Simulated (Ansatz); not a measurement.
**CN− (cyanide): a chain of runs**

Wanted: a series of 28 runs (CCSD/def2-TZVP, HF/def2-TZVP, BCCD(T)/def2-TZVP, UHF/def2-TZVP) of CN. 

The results are computed with Ansatz 0.2.0.

## Step 1: Starting point

CN− has 2 atoms, charge -1, and is taken as a singlet. SMILES: `[C-]#N`. The N2–C1 distance was set to 1.053 Å, away from the relaxed value.

Bond lengths: C1–N2 1.053 Å.

## Step 2: The energy at CCSD/def2-TZVP (run 1)

job.yaml

```yaml
basis:
  gaussian: {orbitals: def2-TZVP}
crystal:
  periodic: [false, false, false]
  atoms:
    - symbol: C
      position_ang: [0.399733, -0.129351, 0.205826]
    - symbol: N
      position_ang: [-0.499700, 0.161700, -0.257300]
total_charge: -1
correlation: {method: ccsd}
```

Run with:

```bash
ansatz run job.yaml --threads 1 --pin off --max-ram 2610MiB --events-out events.jsonl --progress --plain --runs-dir runs
```

Output:

```text
Warning: RAYON_NUM_THREADS=1 ignored (pool sized by the plan → 1); use --threads N
Functional definition: HF
  name "HF"
  exchange = exact_x
  correlation = 0
393 factors; integrals over basis functions are off by at most 1.3e-3 eV
mean field evaluation 1: about -2511.4979 eV, gradient 1.2e1 eV
mean field evaluation 2: about -2511.5064 eV, gradient 1.2e1 eV
mean field evaluation 4: about -2512.0086 eV, gradient 1.5e0 eV
mean field evaluation 8: about -2512.0138 eV, gradient 2.9e-5 eV
mean field evaluation 16: about -2512.0135 eV, gradient 3.5e-1 eV
mean field -2512.01375716 eV, -92.3148028716 hartree, gradient 1.4e-6 eV, S^2 0.000000; 0 other end points of the search recorded, 0 dependent functions left out
2 core orbitals not correlated: weight in the atoms' cores, before any rotation towards them, 1.000 or more for the frozen orbitals, at most 0.000 for the correlated occupied ones
reference -2512.01375716 eV, -92.3148028716 hartree; 5, 5 occupied and 55, 55 virtual orbitals, 393 factors
second order -8.81939821 eV of doubles, -0.00000000 eV of singles
cycle   1  -8.72498372 eV  change    9.4e-2 eV  update   6.5e-2
cycle   2  -8.96377903 eV  change   -2.4e-1 eV  update   1.9e-2
cycle   3  -9.00390770 eV  change   -4.0e-2 eV  update   8.4e-3
cycle   4  -9.00087502 eV  change    3.0e-3 eV  update   2.0e-3
cycle   5  -9.00196867 eV  change   -1.1e-3 eV  update   7.0e-4
cycle   6  -9.00191962 eV  change    4.9e-5 eV  update   1.6e-4
cycle   7  -9.00185706 eV  change    6.3e-5 eV  update   4.1e-5
cycle   8  -9.00185213 eV  change    4.9e-6 eV  update   1.4e-5
cycle   9  -9.00184526 eV  change    6.9e-6 eV  update   3.3e-6
Total energy: -2521.01560242 eV, -92.6456145832 hartree
```

Wall time 1 s (1 thread of Intel Xeon Platinum 8375C at 2.90GHz (Ice Lake), shared host); peak memory 0.13 GiB.

## Step 3: The distorted shape: a single-point energy at CCSD/def2-TZVP (run 2)

input.yaml

```yaml
basis:
  gaussian:
    orbitals: def2-TZVP
crystal:
  periodic: [false, false, false]
  atoms:
    - {symbol: C, position_ang: [0.449716, -0.145526, 0.231563]}
    - {symbol: "N", position_ang: [-0.499700, 0.161700, -0.257300]}
total_charge: -1
correlation:
  method: ccsd
```

Run with:

```bash
ansatz run input.yaml --threads 1 --pin off --max-ram 2610MiB --events-out events.jsonl --progress --plain --runs-dir runs
```

Output (excerpt; [...] marks lines left out):

```text
Warning: RAYON_NUM_THREADS=1 ignored (pool sized by the plan → 1); use --threads N
[... 2 set-up lines as earlier in the session ...]
[...]
395 factors; integrals over basis functions are off by at most 8.3e-4 eV
[...]
mean field -2512.67211149 eV, -92.3389969468 hartree, gradient 1.3e-6 eV, S^2 0.000000; 0 other end points of the search recorded, 0 dependent functions left out
2 core orbitals not correlated: weight in the atoms' cores, before any rotation towards them, 1.000 or more for the frozen orbitals, at most 0.000 for the correlated occupied ones
reference -2512.67211149 eV, -92.3389969468 hartree; 5, 5 occupied and 55, 55 virtual orbitals, 395 factors
second order -9.02647921 eV of doubles, -0.00000000 eV of singles
cycle   1  -8.83693575 eV  change    1.9e-1 eV  update   7.4e-2
[...]
cycle   9  -9.15694766 eV  change    8.3e-6 eV  update   4.0e-6
Total energy: -2521.82905914 eV, -92.6755085664 hartree
```

It took 1.1 s on 1 thread of Intel Xeon Platinum 8375C at 2.90GHz (Ice Lake), shared host; peak memory 0.13 GiB.

Runs 3 to 15 aren't shown in full; the table further down has their settings and results.

## Step 4: The distorted shape: a single-point energy at BCCD(T)/def2-TZVP (run 16)

run.yaml

```yaml
basis:
  gaussian: {orbitals: def2-TZVP}
crystal:
  periodic: [false, false, false]
  atoms:
    - {symbol: C, position_ang: [0.449716, -0.145526, 0.231563]}
    - {symbol: N, position_ang: [-0.499700, 0.161700, -0.257300]}
total_charge: -1
correlation: {method: bccd_t}
```

Run with:

```bash
ansatz run run.yaml --threads 1 --pin off --max-ram 2610MiB --events-out events.jsonl --progress --plain --runs-dir runs
```

Output (excerpt; [...] marks lines left out):

```text
Warning: RAYON_NUM_THREADS=1 ignored (pool sized by the plan → 1); use --threads N
[... 2 set-up lines as earlier in the session ...]
[...]
395 factors; integrals over basis functions are off by at most 8.3e-4 eV
[...]
mean field -2512.67211149 eV, -92.3389969468 hartree, gradient 1.3e-6 eV, S^2 0.000000; 0 other end points of the search recorded, 0 dependent functions left out
2 core orbitals not correlated: weight in the atoms' cores, before any rotation towards them, 1.000 or more for the frozen orbitals, at most 0.000 for the correlated occupied ones
reference -2512.67211149 eV, -92.3389969468 hartree; 5, 5 occupied and 55, 55 virtual orbitals, 395 factors
second order -9.02647921 eV of doubles, -0.00000000 eV of singles
cycle   1  -8.83468542 eV  change    1.9e-1 eV  update   7.4e-2
[...]
cycle   9  -9.13655417 eV  change    2.9e-6 eV  update   6.8e-6
perturbative correction -0.48107579 eV, -0.0176792091 hartree
Total energy: -2522.28974144 eV, -92.6924383286 hartree
```

Run time: 1.6 s. Hardware: 1 thread of Intel Xeon Platinum 8375C at 2.90GHz (Ice Lake), shared host; peak memory 0.15 GiB.

Runs 17 to 27 aren't shown in full; the table further down has their settings and results.

## Step 5: The distorted shape: a single-point energy at UHF/def2-TZVP (run 28)

molecule.yaml

```yaml
crystal:
  periodic: [false, false, false]
  atoms:
    - {symbol: C, position_ang: [0.799510, -0.258717, 0.411675]}
    - {symbol: N, position_ang: [-0.499700, 0.161700, -0.257300]}
basis:
  gaussian:
    orbitals: def2-TZVP
total_charge: -1
magnetization:
  spin_polarized: true
hamiltonian:
  xc: hf
```

Run with:

```bash
ansatz run molecule.yaml --threads 1 --pin off --max-ram 2610MiB --events-out events.jsonl --progress --plain --runs-dir runs
```

Output:

```text
Warning: RAYON_NUM_THREADS=1 ignored (pool sized by the plan → 1); use --threads N
[... 4 set-up lines as earlier in the session ...]
415 factors; their error is unknown
mean field evaluation 1: about -2507.3085 eV, gradient 1.2e1 eV
mean field evaluation 2: about -2508.1732 eV, gradient 4.6e0 eV
mean field evaluation 4: about -2508.2896 eV, gradient 1.6e0 eV
mean field evaluation 8: about -2508.3310 eV, gradient 1.7e-4 eV
mean field evaluation 16: about -2508.4537 eV, gradient 1.0e0 eV
mean field evaluation 32: about -2508.7014 eV, gradient 6.5e-4 eV
mean field -2509.49580172 eV, -92.2222697158 hartree, gradient 2.5e-5 eV, S^2 1.238270; 5 other end points of the search recorded, 0 dependent functions left out
reference -2509.49580172 eV, -92.2222697158 hartree; 7, 7 occupied and 55, 55 virtual orbitals, 415 factors
Total energy: -2509.49580172 eV, -92.2222697158 hartree
```

Wall time 1.1 s (1 thread of Intel Xeon Platinum 8375C at 2.90GHz (Ice Lake), shared host).

## Step 6: All runs side by side

```csv
run,level,task,frozen core orbitals,bond length,energy (Eh),wall time
1,CCSD/def2-TZVP,energy,2,1.0527,-92.645615,1 s
2,CCSD/def2-TZVP,energy,2,1.1112,-92.675509,1.1 s
3,CCSD/def2-TZVP,gradient,2,1.1697,-92.684841,2.4 s
4,CCSD/def2-TZVP,gradient,2,1.2282,-92.679944,2.7 s
5,CCSD/def2-TZVP,gradient,2,1.2867,-92.665422,3.3 s
6,CCSD/def2-TZVP,gradient,2,1.4036,-92.620006,3.9 s
7,CCSD/def2-TZVP,gradient,2,1.5206,-92.565530,3.9 s
8,HF/def2-TZVP,energy,–,1.0527,-92.314801,0.18 s
9,HF/def2-TZVP,energy,–,1.1112,-92.338995,0.18 s
10,HF/def2-TZVP,energy,–,1.1697,-92.342231,0.24 s
11,HF/def2-TZVP,gradient,–,1.2282,-92.330863,0.26 s
12,HF/def2-TZVP,energy,–,1.2867,-92.309517,0.16 s
13,HF/def2-TZVP,gradient,–,1.4036,-92.249519,0.3 s
14,HF/def2-TZVP,energy,–,1.5206,-92.179464,0.24 s
15,BCCD(T)/def2-TZVP,gradient,2,1.0527,-92.661185,4.2 s
16,BCCD(T)/def2-TZVP,energy,2,1.1112,-92.692438,1.6 s
17,BCCD(T)/def2-TZVP,energy,2,1.1697,-92.703294,1.1 s
18,BCCD(T)/def2-TZVP,gradient,2,1.2282,-92.700096,4.8 s
19,BCCD(T)/def2-TZVP,gradient,2,1.2867,-92.687464,5.4 s
20,BCCD(T)/def2-TZVP,energy,2,1.4036,-92.646446,1.8 s
21,BCCD(T)/def2-TZVP,energy,2,1.5206,-92.597269,3 s
22,UHF/def2-TZVP,energy,–,1.0527,-92.314801,0.36 s
23,UHF/def2-TZVP,energy,–,1.1112,-92.338995,0.28 s
24,UHF/def2-TZVP,gradient,–,1.1697,-92.342231,0.69 s
25,UHF/def2-TZVP,gradient,–,1.2282,-92.330863,0.73 s
26,UHF/def2-TZVP,energy,–,1.2867,-92.309843,0.71 s
27,UHF/def2-TZVP,energy,–,1.4036,-92.264127,0.63 s
28,UHF/def2-TZVP,energy,–,1.5206,-92.222270,1.1 s
```

## Step 7: Summary of results

```
                             quantity         value
distorted shape, run 28: total energy  -92.22227 Eh
        distorted shape, run 28: ⟨S²⟩         1.238
```

Below the UHF energy at the same shape and in the same basis (def2-TZVP): CCSD -343.3 mEh; BCCD(T) -375.0 mEh. Some of these start from another determinant than that one, so these aren't their correlation energies. In run 7 the T1 diagnostic is large, so a single reference may not serve. In runs 5, 6, 7, 19, 20, 21 the log says that unrestricted orbitals would lower the reference, so the values rest on an unstable closed-shell determinant (other closed-shell runs at this shape may share the fault). Spin contamination of the reference: run 28 ⟨S²⟩ = 1.24, run 27 ⟨S²⟩ = 0.79, run 26 ⟨S²⟩ = 0.13. Where it is this large, the reference is a mixture of spin states, and values that rest on it are in doubt. All runs together took 46 s, the longest 5.4 s.
